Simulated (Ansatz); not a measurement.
# Cl₂: the interaction energy of a dimer with the counterpoise correction

With the Python package of Ansatz (0.2.0).

Interactive session:
```pycon
>>> import ansatz as az
>>> FIRST = [
...     ("Cl", (0.0, 0.0, -0.97)),
...     ("Cl", (0.0, 0.0, 0.97)),
... ]
>>> SECOND = [
...     ("Cl", (-1.9903, 1.9293, -2.9323)),
...     ("Cl", (-2.315, 1.5909, -1.0499)),
... ]
>>> def energy(atoms, ghosts=()):
...     molecule = az.Crystal.molecule()
...     for symbol, xyz in atoms:
...         molecule = molecule.atom(symbol, xyz)
...     calc = (
...         molecule.calculation()
...         .basis(gaussian="def2-SVPD")
...         .functional("pbe0")
...     )
...     deck = calc.input()
...     if ghosts:
...         deck = deck.set(az.key.basis.gaussian.ghost_atoms, [{"symbol": s, "position_ang": list(xyz)} for s, xyz in ghosts])
...     return az.Session.from_dict(deck).plan().execute().report["free_energy_ev"]
...
>>> # ghost atoms carry the functions of the partner
>>> both = energy(FIRST + SECOND)

>>> alone = energy(FIRST) + energy(SECOND)
>>> ghosted = energy(FIRST, SECOND) + energy(SECOND, FIRST)
>>> print(f"dimer {both:.6f} eV")
dimer -50056.244469 eV
>>> print(f"interaction, uncorrected   {23.060548 * (both - alone):8.3f} kcal/mol")
interaction, uncorrected      6.619 kcal/mol
>>> print(f"interaction, counterpoise  {23.060548 * (both - ghosted):8.3f} kcal/mol")
interaction, counterpoise     8.051 kcal/mol
>>> print(f"basis-set superposition    {23.060548 * (alone - ghosted):8.3f} kcal/mol")
basis-set superposition       1.432 kcal/mol
```

Uncorrected it is 6.619 kcal/mol, with the counterpoise correction 8.051 kcal/mol; the difference, 1.43 kcal/mol, is the superposition error. In this basis both values are repulsive.

Reading the output:
- Total energies depend on the basis set; only differences at equal settings carry meaning.
- The dimer is a generated trial pose of unrelaxed monomers, not a minimum, so the figure is no binding energy, and the basis set is small.
- This level lacks the dispersion part of the attraction (electrostatics and induction are there), which can decide the sign where the interaction is weak.
- The spin state was assumed, and another may lie lower.
- It ran for 15 s on 1 thread of AMD EPYC 7R43 64-Core Processor (Zen 3), with other jobs on the host, peak memory 0.28 GiB.

(Lines on the test bed's own set-up are left out of the output.)
